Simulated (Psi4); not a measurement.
# triplet HOF: levels of theory compared

We compute a comparison of 6 runs (UB3LYP/6-31G*, U-wB97X-V/aug-cc-pVTZ, UB2PLYP/aug-cc-pVTZ, UDSD-PBEP86/aug-cc-pVTZ, UHSE06/aug-cc-pVTZ, UTPSSh/aug-cc-pVTZ) of triplet HOF. 

The results are computed with Psi4 1.11.

1 further run of the same task is left out (set aside as unsound or not needed).

## 1. The molecule

HOF has 3 atoms, charge 0, and is taken as a triplet. As SMILES of the parent species, `OF`. The shape is that of a PBE0-D4/def2-TZVP optimisation. That shape belongs to the parent species and isn't relaxed for this state.

Bond lengths: O1–F2 1.406 Å, O1–H3 0.969 Å. Angles: F2–O1–H3 99.1°.

## 2. Energy and forces at UB3LYP/6-31G(d) (spherical functions) (run 1)

input.inp reads:

```
memory 2200 MB

molecule system {
  0 3
  O
  F 1 1.406397
  H 1 0.969153 2 99.05738
  units angstrom
  symmetry c1
}

set {
  basis 6-31G*
  reference uks
  puream true
  e_convergence 1e-09
  d_convergence 1e-08
  scf_type pk
  dft_radial_points 99
  dft_spherical_points 590
  maxiter 100
}

energy_value, wavefunction = gradient('b3lyp', return_wfn=True)
oeprop(wavefunction, 'DIPOLE', 'WIBERG_LOWDIN_INDICES', 'MAYER_INDICES', title='B3LYP')
print_variables()
```

The run is started by

```
psi4 -n 1 input.inp input.out
```

input.out:

```text
[...]
  Running in c1 symmetry.
[...]
  Nuclear repulsion =   34.062705558208670
[...]
  Multiplicity = 3
[...]
  Nalpha       = 10
  Nbeta        = 8
[...]
    Number of basis functions: 30
[...]
   @UKS iter   1:  -175.33145866369017   -1.64529e-01   1.12524e-02 ADIIS/DIIS
[...]
   @UKS iter  12:  -175.37793410797372   -3.41061e-13   3.54048e-09 DIIS
[...]
   @S^2 Observed:                2.006208828E+00
[...]
    Orbital Energies [Eh]
    ---------------------
    Alpha Occupied:
       1A    -24.683841     2A    -19.243111     3A     -1.251375
       4A     -1.000633     5A     -0.585073     6A     -0.510177
       7A     -0.496996     8A     -0.365572     9A     -0.357684
      10A     -0.153513
    Alpha Virtual:
      11A      0.058174    12A      0.736860    13A      0.812699
      14A      0.828007    15A      0.900002    16A      1.193011
      17A      1.201365    18A      1.215257    19A      1.267448
      20A      1.523847    21A      1.530114    22A      1.612798
      23A      1.698064    24A      1.846751    25A      1.903213
[...]
  @UKS Final Energy:  -175.37793410797372
   => Energetics <=
    Nuclear Repulsion Energy =             34.0627055582086697
    One-Electron Energy =                -311.3429311397567290
    Two-Electron Energy =                 117.5962325824860670
    DFT Exchange-Correlation Energy =     -15.6939411089117389
    Empirical Dispersion Energy =           0.0000000000000000
    VV10 Nonlocal Energy =                  0.0000000000000000
    Total Energy =                       -175.3779341079737151
[...]
  -Total Gradient:
     Atom            X                  Y                   Z
    ------   -----------------  -----------------  -----------------
       1       -0.005880664000    -0.290724268547     0.000000000000
       2       -0.005069747756     0.299920563137    -0.000000000000
       3        0.010950451897    -0.009195824305     0.000000000000
[...]
 Multipole Moments:
 ------------------------------------------------------------------------------------
     Multipole            Electronic (a.u.)      Nuclear  (a.u.)        Total (a.u.)
 ------------------------------------------------------------------------------------
 L = 1.  Multiply by 2.5417464519 to convert [e a0] to [Debye]
 Dipole X            :          0.2249727           -0.8972517           -0.6722790
 Dipole Y            :         -1.0744916            1.4689612            0.3944696
 Dipole Z            :         -0.0000000            0.0000000           -0.0000000
 Magnitude           :                                                    0.7794647
[...]
```

It took 6 s on 1 thread of Intel Xeon Platinum 8488C (Sapphire Rapids), shared host; peak memory 0.36 GiB.

## 3. The energy at U-wB97X-V/aug-cc-pVTZ (run 2)

fho.xyz reads:

```xyz
3
FHO
O      0.430590    -0.210340     0.216330
F     -0.221910     1.014620    -0.010980
H     -0.208690    -0.804280    -0.205350
```

fho.py reads:

```python
import psi4

psi4.set_memory('2200 MB')
psi4.set_num_threads(1)
psi4.core.set_output_file('fho.out', False)

with open('fho.xyz') as f:
    atoms = ''.join(f.readlines()[2:])
geom = psi4.geometry('0 3\n' + atoms + 'symmetry c1')

psi4.set_options({
    'basis': 'aug-cc-pVTZ',
    'reference': 'uks',
    'puream': True,
    'e_convergence': 1e-09,
    'd_convergence': 1e-08,
    'scf_type': 'pk',
    'dft_radial_points': 99,
    'dft_spherical_points': 590,
    'maxiter': 100,
})

e, wfn = psi4.energy("wb97x-v", molecule=geom, return_wfn=True)
print('E =', round(e, 9))
```

The run is started by

```
python fho.py
```

fho.out:

```text
[...]
  Running in c1 symmetry.
[...]
  Nuclear repulsion =   34.062701107921029
[...]
  Multiplicity = 3
[...]
  Nalpha       = 10
  Nbeta        = 8
[...]
    Number of basis functions: 115
[...]
   @UKS iter   1:  -175.36561124726373   -3.51155e-01   2.80318e-03 DIIS/ADIIS
[...]
   @UKS iter  14:  -175.40595834589726   -7.61702e-12   3.59235e-09 DIIS
[...]
   @S^2 Observed:                2.009207351E+00
[...]
    Orbital Energies [Eh]
    ---------------------
    Alpha Occupied:
       1A    -24.775039     2A    -19.345280     3A     -1.406191
       4A     -1.152727     5A     -0.727162     6A     -0.654168
       7A     -0.640380     8A     -0.507012     9A     -0.497787
      10A     -0.290645
    Alpha Virtual:
      11A      0.025733    12A      0.117815    13A      0.123430
      14A      0.144662    15A      0.160658    16A      0.209733
      17A      0.232553    18A      0.236655    19A      0.253834
      20A      0.260523    21A      0.325485    22A      0.371365
      23A      0.398301    24A      0.573702    25A      0.649799
[...]
  @UKS Final Energy:  -175.40595834589726
   => Energetics <=
    Nuclear Repulsion Energy =             34.0627011079210291
    One-Electron Energy =                -310.9166632539816533
    Two-Electron Energy =                 115.2343655732195629
    DFT Exchange-Correlation Energy =     -13.8623583344383707
    Empirical Dispersion Energy =           0.0000000000000000
    VV10 Nonlocal Energy =                  0.0759965613821365
    Total Energy =                       -175.4059583458972611
[...]
 Multipole Moments:
 ------------------------------------------------------------------------------------
     Multipole            Electronic (a.u.)      Nuclear  (a.u.)        Total (a.u.)
 ------------------------------------------------------------------------------------
 L = 1.  Multiply by 2.5417464519 to convert [e a0] to [Debye]
 Dipole X            :         -0.2513661           -0.0741923           -0.3255584
 Dipole Y            :          0.9604316           -1.7197104           -0.7592788
 Dipole Z            :         -0.0000000            0.0000000           -0.0000000
 Magnitude           :                                                    0.8261310
[...]
```

The script printed:

```text
E = -175.405958346
```

It took 42 s on 1 thread of Intel Xeon Platinum 8488C (Sapphire Rapids), shared host; peak memory 0.92 GiB.

Runs 3 to 4 aren't shown in full; the table further down has their settings and results.

## 4. Energy and gradient at UHSE06/aug-cc-pVTZ (run 5)

fho.in reads:

```
memory 2200 mb

molecule geom {
  0 3
  O      0.430590    -0.210340     0.216330
  F     -0.221910     1.014620    -0.010980
  H     -0.208690    -0.804280    -0.205350
  units angstrom
  symmetry c1
  no_reorient
  no_com
}

set {
  basis aug-cc-pVTZ
  reference uks
  puream true
  e_convergence 1e-09
  d_convergence 1e-08
  scf_type pk
  dft_radial_points 99
  dft_spherical_points 590
  maxiter 100
}

energy_value, wavefunction = gradient("hse06", return_wfn=True)
oeprop(wavefunction, "DIPOLE", "MULLIKEN_CHARGES", "WIBERG_LOWDIN_INDICES", title="HSE06")
print_variables()
```

The run is started by

```
psi4 fho.in fho.out -n 1
```

fho.out:

```text
[...]
  Running in c1 symmetry.
[...]
  Nuclear repulsion =   34.062701107921036
[...]
  Multiplicity = 3
[...]
  Nalpha       = 10
  Nbeta        = 8
[...]
    Number of basis functions: 115
[...]
   @UKS iter   1:  -175.25788157100607   -1.93597e-01   3.44314e-03 DIIS/ADIIS
[...]
   @UKS iter  12:  -175.31506202190445   -4.39854e-10   6.60125e-09 DIIS
[...]
   @S^2 Observed:                2.009691021E+00
[...]
  @UKS Final Energy:  -175.31506202190445
   => Energetics <=
    Nuclear Repulsion Energy =             34.0627011079210362
    One-Electron Energy =                -310.9882959377318343
    Two-Electron Energy =                 116.4501690134427747
    DFT Exchange-Correlation Energy =     -14.8396362055364470
    Empirical Dispersion Energy =           0.0000000000000000
    VV10 Nonlocal Energy =                  0.0000000000000000
    Total Energy =                       -175.3150620219044526
[...]
  -Total Gradient:
     Atom            X                  Y                   Z
    ------   -----------------  -----------------  -----------------
       1       -0.124150985614     0.235582574557    -0.042971855452
       2        0.125113999924    -0.243429330732     0.042637589760
       3       -0.000963140951     0.007828690316     0.000332191584
[...]
 Multipole Moments:
 ------------------------------------------------------------------------------------
     Multipole            Electronic (a.u.)      Nuclear  (a.u.)        Total (a.u.)
 ------------------------------------------------------------------------------------
 L = 1.  Multiply by 2.5417464519 to convert [e a0] to [Debye]
 Dipole X            :         -2.5903805            2.3410683           -0.2493122
 Dipole Y            :        -13.3037507           12.5564364           -0.7473142
 Dipole Z            :         -2.9172809            2.6956376           -0.2216433
 Magnitude           :                                                    0.8183892
[...]
  Mulliken Charges: (a.u.)
   Center  Symbol    Alpha    Beta     Spin     Total
       1     O     4.66804  3.35876  1.30928 -0.02679
       2     F     4.96589  4.25853  0.70736 -0.22442
       3     H     0.36607  0.38271 -0.01664  0.25121
   Total alpha = 10.00000, Total beta =  8.00000, Total charge = -0.00000
  Wiberg Bond Indices using Orthogonal Lowdin Orbitals:
  Total Bond Index:
  Irrep: 1 Size: 3 x 3
[...]
```

Run time: 46 s. Hardware: 1 thread of Intel Xeon Platinum 8488C (Sapphire Rapids), shared host; peak memory 0.91 GiB.

## 5. Energy and forces at UTPSSh/aug-cc-pVTZ (run 6)

run.py reads:

```python
import psi4

psi4.set_memory('2200 MB')
psi4.set_num_threads(1)
psi4.set_output_file('psi4.out', False)

m = psi4.geometry("""
0 3
O      0.430590    -0.210340     0.216330
F     -0.221910     1.014620    -0.010980
H     -0.208690    -0.804280    -0.205350
symmetry c1
""")

options = {'basis': 'aug-cc-pVTZ', 'reference': 'uks', 'puream': True, 'e_convergence': 1e-09, 'd_convergence': 1e-08, 'scf_type': 'pk', 'dft_radial_points': 99, 'dft_spherical_points': 590, 'maxiter': 100}
psi4.set_options(options)

energy_value = psi4.gradient('TPSSH')
print('gradient / Eh bohr^-1')
print(energy_value.np.round(6))
for k, v in sorted(psi4.core.scalar_variables().items()):
    print(f'{k:45s} {v:18.10f}')
```

The run is started by

```
python run.py
```

psi4.out:

```text
[...]
  Running in c1 symmetry.
[...]
  Nuclear repulsion =   34.062701107921029
[...]
  Multiplicity = 3
[...]
  Nalpha       = 10
  Nbeta        = 8
[...]
    Number of basis functions: 115
[...]
   @UKS iter   1:  -175.39838440524693   -1.57853e-01   3.95002e-03 DIIS/ADIIS
[...]
   @UKS iter  12:  -175.47171829005856   -4.77485e-12   9.35633e-09 DIIS
[...]
   @S^2 Observed:                2.007817991E+00
[...]
    Orbital Energies [Eh]
    ---------------------
    Alpha Occupied:
       1A    -24.618351     2A    -19.184804     3A     -1.251889
       4A     -1.003287     5A     -0.583997     6A     -0.512053
       7A     -0.501310     8A     -0.368056     9A     -0.363329
      10A     -0.160102
    Alpha Virtual:
      11A     -0.026905    12A      0.060920    13A      0.065305
      14A      0.084835    15A      0.100780    16A      0.147181
      17A      0.165929    18A      0.170313    19A      0.190340
      20A      0.191042    21A      0.261531    22A      0.298781
      23A      0.324123    24A      0.486199    25A      0.560340
[...]
  @UKS Final Energy:  -175.47171829005856
   => Energetics <=
    Nuclear Repulsion Energy =             34.0627011079210291
    One-Electron Energy =                -310.9915829456573988
    Two-Electron Energy =                 118.9659925942166865
    DFT Exchange-Correlation Energy =     -17.5088290465388852
    Empirical Dispersion Energy =           0.0000000000000000
    VV10 Nonlocal Energy =                  0.0000000000000000
    Total Energy =                       -175.4717182900585613
[...]
 Multipole Moments:
 ------------------------------------------------------------------------------------
     Multipole            Electronic (a.u.)      Nuclear  (a.u.)        Total (a.u.)
 ------------------------------------------------------------------------------------
 L = 1.  Multiply by 2.5417464519 to convert [e a0] to [Debye]
 Dipole X            :         -0.2583355           -0.0741923           -0.3325278
 Dipole Y            :          1.0076317           -1.7197104           -0.7120787
 Dipole Z            :         -0.0000000            0.0000000           -0.0000000
 Magnitude           :                                                    0.7858949
[...]
  -Total Gradient:
     Atom            X                  Y                   Z
    ------   -----------------  -----------------  -----------------
       1       -0.136097217025     0.240940836156    -0.000000000000
       2        0.133683598842    -0.252086608834     0.000000000000
       3        0.002415598900     0.011146571648    -0.000000000000
[...]
```

Standard output:

```text
gradient / Eh bohr^-1
[[-0.136097  0.240941 -0.      ]
 [ 0.133684 -0.252087  0.      ]
 [ 0.002416  0.011147 -0.      ]]
CURRENT ENERGY                                   -175.4717182901
CURRENT REFERENCE ENERGY                         -175.4717182901
DD SOLVATION ENERGY                                 0.0000000000
DFT FUNCTIONAL TOTAL ENERGY                      -175.4717182901
DFT TOTAL ENERGY                                 -175.4717182901
DFT VV10 ENERGY                                     0.0000000000
DFT XC ENERGY                                     -17.5088290465
GRID ELECTRONS ALPHA                               10.0000000516
GRID ELECTRONS BETA                                 8.0000000198
GRID ELECTRONS TOTAL                               18.0000000715
NUCLEAR REPULSION ENERGY                           34.0627011079
ONE-ELECTRON ENERGY                              -310.9915829457
PCM POLARIZATION ENERGY                             0.0000000000
PE ENERGY                                           0.0000000000
SCF ITERATION ENERGY                             -175.4717182901
SCF ITERATIONS                                     12.0000000000
SCF TOTAL ENERGY                                 -175.4717182901
TWO-ELECTRON ENERGY                               118.9659925942
XC GRID RADIAL POINTS                              99.0000000000
XC GRID SPHERICAL POINTS                          590.0000000000
XC GRID TOTAL POINTS                           171955.0000000000
```

Run time: 49 s. Hardware: 1 thread of Intel Xeon Platinum 8488C (Sapphire Rapids), shared host; peak memory 0.79 GiB.

## 6. All runs side by side

```csv
run,level,task,frozen core orbitals,energy (Eh),dipole moment (D),HOMO energy (eV),⟨S²⟩,wall time
1,UB3LYP/6-31G* (spherical functions),gradient,0,-175.377934,1.98,-4.18,2.006,6 s
2,U-wB97X-V/aug-cc-pVTZ,energy,0,-175.405958,2.10,-7.91,2.009,42 s
3,UB2PLYP/aug-cc-pVTZ (density fitting for correlation),energy,2,-175.371003,–,-7.71,2.018,19 s
4,UDSD-PBEP86/aug-cc-pVTZ (density fitting for correlation),energy,2,-175.229100,–,-9.21,2.021,18 s
5,UHSE06/aug-cc-pVTZ,gradient,0,-175.315062,2.08,-5.07,2.010,46 s
6,UTPSSh/aug-cc-pVTZ,gradient,0,-175.471718,2.00,-4.36,2.008,49 s
```

## 7. Results

| quantity | value |
| --- | --- |
| run 6: total energy | -175.47172 Eh |
| run 6: dipole moment | 2.00 D |
| run 6: HOMO energy (highest over α and β) | -4.36 eV |
| run 6: ⟨S²⟩ | 2.008 |
| run 6: largest force on an atom | 14.673 eV/Å |

Over runs 1, 2, 5, 6 the dipole moment (its size) runs from 1.98 D (UB3LYP/6-31G*) to 2.10 D (U-wB97X-V/aug-cc-pVTZ). The two ends differ in method and basis. Totals of different functionals can't be ranked against each other. All runs together took 3 min, the longest 49 s.
